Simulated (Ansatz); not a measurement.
## One structure, 3 elements: Ca3Nb, Sr3Nb, Ba3Nb

Plane-wave DFT in Ansatz with scalar-relativistic PAW potentials, cutoff 420 eV, Γ-centred meshes chosen by cell and gap, Gaussian smearing with energies taken to zero width. Every cell was relaxed (cell and atoms) in a run of its own, within the symmetry of its start. Functional: PBE.

All members share space group P6_3/mmc and the same sites; only the element on one set of sites changes (Ca, Sr, Ba). Members needn't be the stable form of their composition. Energies over the elements, where given, are against the elements' standard states in the same functional (H₂, N₂, O₂ and halogens uncorrected, Hg as a solid). The first member:

Space group P6_3/mmc (No. 194). a = 7.198 Å, b = 7.198 Å, c = 5.601 Å, α = 90.00°, β = 90.00°, γ = 120.00°
```tsv
atom	site	symmetry	x	y	z
Ca	6h	mm2	0.8223	0.6445	0.2500
Nb	2c	-6m2	0.3333	0.6667	0.2500
```

| compound | V (Å³/atom) | a (Å) | c (Å) | energy over elements (eV/atom) |
| --- | --- | --- | --- | --- |
| Ca3Nb | 31.41 | 7.198 | 5.601 | 0.679 |
| Ba3Nb | 40.94 | 8.052 | 5.833 | 0.873 |

Task: Predict the member with Sr.

Result: V (Å³/atom) 38.17, a (Å) 7.761, c (Å) 5.854, energy over elements (eV/atom) 0.858. Interpolating linearly in period between Ca and Ba would give 36.18 Å³/atom (5.2 % too small), with 0.776 eV/atom over the elements. Over the whole series the volume grows at each step down the group; all are metallic on the mesh; none is bound against its elements in this structure, and Ca comes closest.

Spin-orbit coupling is left out, which matters for the bands of heavy elements.